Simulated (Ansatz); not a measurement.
Geometry optimisation, RKS LDA/def2-mTZVP (Ansatz).

The input (input.yaml):

```yaml
crystal:
  periodic: [false, false, false]
  atoms:
    - { symbol: O, position_ang: [-1.4, 0.3434, -0.5246] }
    - { symbol: P, position_ang: [-0.042, 0.842, 0.1079] }
    - { symbol: S, position_ang: [0.5847, -1.0798, 0.6149] }
    - { symbol: H, position_ang: [-1.6822, -0.4242, -0.1009] }
    - { symbol: H, position_ang: [0.7038, 1.0044, -1.1065] }
    - { symbol: H, position_ang: [1.8777, -0.7499, 0.963] }
basis:
  gaussian: { orbitals: def2-mTZVP }
hamiltonian:
  xc: lda
relax:
  f_tol: 0.015
  max_steps: 40
```

Command:

```bash
$ ansatz run input.yaml --threads 1 --pin off --max-ram 2048MiB --backend cpu --events-out ev --progress --plain --runs-dir out
```

Q: Where does it end, and by what steps?

A: It converged. After 10 steps the energy has fallen by 0.781 eV; S3 moved furthest, 0.99 Å.

```tsv
step	energy less start (eV)	largest force component (eV/Å)	accepted
0	0.0000	2.747	yes
1	-0.3080	1.419	yes
2	-0.3993	1.080	yes
3	-0.5069	0.949	yes
4	-0.6633	0.477	yes
5	-0.7374	0.321	yes
6	-0.7759	0.154	yes
7	-0.7530	0.476	no
8	-0.7806	0.022	yes
9	-0.7807	0.017	yes
10	-0.7807	0.005	yes
```

```xyz
6
Properties=species:S:1:pos:R:3
O -1.371 0.077 -0.537
P 0.066 0.726 0.002
S 1.429 -0.915 0.118
H -1.997 0.006 0.212
H 0.518 1.044 -1.322
H 1.398 -1.003 1.481
```

Whether the end is a true minimum wasn't checked by a vibrational analysis.

The run took 16 s on 1 thread of Intel(R) Xeon(R) Platinum 8375C CPU @ 2.90GHz (Ice Lake) (shared host), peak memory 0.14 GiB.
